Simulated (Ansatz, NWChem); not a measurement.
# The same job for Ansatz

NWChem 7.3.0 runs this on [AlH3]− (SMILES [AlH3-]):

run.py:
```python
from ase import Atoms
from ase.calculators.nwchem import NWChem

atoms = Atoms(['Al', 'H', 'H', 'H'], positions=[
    [-0.161060, 0.455350, -0.307260],
    [0.471920, 0.754070, 1.224440],
    [-1.350110, -0.683860, 0.050500],
    [1.039250, -0.525560, -0.967690],
])

calc = NWChem(
    label='alh3',
    theory='dft',
    memory='2200 mb',
    basis='6-31G*',
    basispar='spherical bse',
    charge=-1,
    dft={'xc': 'b3lyp', 'mult': '2', 'grid': 'xfine', 'convergence': 'energy 1e-08', 'iterations': '100', 'mulliken': None},
)
atoms.calc = calc

forces = atoms.get_forces()
e = atoms.get_potential_energy()
print(f"E = {e:.6f} eV")
print("forces (eV/A):")
for s, f in zip(atoms.symbols, forces):
    print(f"{s:2s} {f[0]:10.5f} {f[1]:10.5f} {f[2]:10.5f}")
```

```bash
$ export ASE_NWCHEM_COMMAND="nwchem PREFIX.nwi > PREFIX.nwo"
$ python run.py
```

Geometry: a GFN2-xTB relaxation, a rough one for these elements and not checked as a minimum.

The HOMO lies above zero, from self-interaction, a short basis or an unbound electron. Without diffuse functions such a state is poorly described.

It gives a total energy of -244.202737 Eh.

Q: How is this level of theory, on these atoms, set up in Ansatz 0.2.0 as an input file of the program's own, asking for the energy?

A: For example:

input.yaml:
```yaml
crystal:
  periodic: [false, false, false]
  atoms:
    - {symbol: Al, position_ang: [-0.161060, 0.455350, -0.307260]}
    - {symbol: H, position_ang: [0.471920, 0.754070, 1.224440]}
    - {symbol: H, position_ang: [-1.350110, -0.683860, 0.050500]}
    - {symbol: H, position_ang: [1.039250, -0.525560, -0.967690]}
basis:
  gaussian: {orbitals: 6-31G_st_-spherical.json}
hamiltonian: {xc: {name: B3LYP}}
accuracy: high
total_charge: -1
magnetization: {spin_polarized: true, initial_magnetization: 1}
```

```bash
$ ansatz run input.yaml --threads 1 --pin off --max-ram 2610MiB --events-out events.jsonl --progress --plain --runs-dir runs
```

(Basis files named in the input come from the Basis Set Exchange and aren't shown.)

Its energy is -244.202737 Eh, the same as the first but for the last digit, at most.
